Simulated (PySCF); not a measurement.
# [NO2]+ (SMILES O=[N+]=O) at B3LYP/STO-6G

Aim: the vertical ionisation energy of [NO2]+ at B3LYP/STO-6G, from 2 runs. 

Program for the calculation: PySCF 2.14.0.

8 further runs of the same task are left out: 8 set aside as unsound or not needed.

**1. The molecule**

The species is [NO2]+ (3 atoms), meant as a singlet with charge +1. As SMILES, `O=[N+]=O`. The coordinates come from a GFN2-xTB relaxation.

Bond lengths: O1–N2 1.091 Å, N2–O3 1.091 Å. Angles: O1–N2–O3 180.0°.

**2. The energy at B3LYP/STO-6G**

Input file calc.py:

```python
from pyscf import gto, dft

system = gto.M(
    atom='''
O       -0.563200       0.911190      -0.206000
N       -0.000010      -0.000010       0.000000
O        0.563210      -0.911180       0.206000
''',
    verbose=3,
    basis='sto-6g',
    max_memory=1860,
    spin=0,
    charge=1,
)

mf = dft.RKS(system, xc='b3lyp')
mf.grids.level = 5
mf.conv_tol = 1e-10
mf.kernel()
if not mf.converged:
    mf = mf.newton().run(mf.mo_coeff, mf.mo_occ)

energy = mf.e_tot
print('E(%s) = %.9f' % ('B3LYP', energy))
```

Launch:

```bash
$ OMP_NUM_THREADS=1 python calc.py
```

Standard output:

```text
converged SCF energy = -203.794072888004
E(B3LYP) = -203.794072888
```

Run time: 2 s. Hardware: 1 thread of Arm Neoverse V2, shared host; peak memory 0.18 GiB.

**3. Doublet [NO2]2+ at the same level**

Input file run.py:

```python
from pyscf import gto, dft

system = gto.Mole()
system.atom = [
    ('O', (-0.563200, 0.911190, -0.206000)),
    ('N', (-0.000010, -0.000010, -0.000000)),
    ('O', (0.563210, -0.911180, 0.206000)),
]
system.charge = 2
system.basis = 'sto-6g'
system.spin = 1
system.verbose = 3
system.max_memory = 1860
system.build()

mf = dft.UKS(system, xc='b3lyp')
mf.grids.level = 5
mf.conv_tol = 1e-10
mf.kernel()
if not mf.converged:
    mf = mf.newton().run(mf.mo_coeff, mf.mo_occ)

e_final = mf.e_tot
print(f'total energy: {e_final:.8f} hartree')
```

Launch:

```bash
$ OMP_NUM_THREADS=1 python run.py
```

Standard output:

```text
converged SCF energy = -202.856645265672  <S^2> = 0.77609282  2S+1 = 2.0259248
total energy: -202.85664527 hartree
```

Run time: 3 s. Hardware: 1 thread of Arm Neoverse V2, shared host; peak memory 0.18 GiB.

**4. Results**

At B3LYP/STO-6G:

| quantity | value |
| --- | --- |
| singlet [NO2]+: total energy | -203.79407 Eh |
| singlet [NO2]+: HOMO energy | -20.58 eV |
| singlet [NO2]+: LUMO energy | -11.21 eV |
| singlet [NO2]+: HOMO–LUMO gap | 9.37 eV |
| doublet [NO2]2+: total energy | -202.85665 Eh |
| doublet [NO2]2+: HOMO energy (highest over α and β) | -33.47 eV |
| doublet [NO2]2+: LUMO energy (lowest over α and β) | -30.33 eV |
| doublet [NO2]2+: ⟨S²⟩ | 0.776 |
| vertical ionisation energy (to the doublet dication) | 25.509 eV |

Removing an electron at fixed nuclei costs 25.51 eV (2461 kJ/mol). The negative HOMO energy of the first species, 20.58 eV, lies 4.93 eV below that difference. In a minimal basis such a difference can be off by several eV, whatever the method. Mulliken charges (singlet [NO2]+) run from +0.25 on O1 to +0.50 on N2.
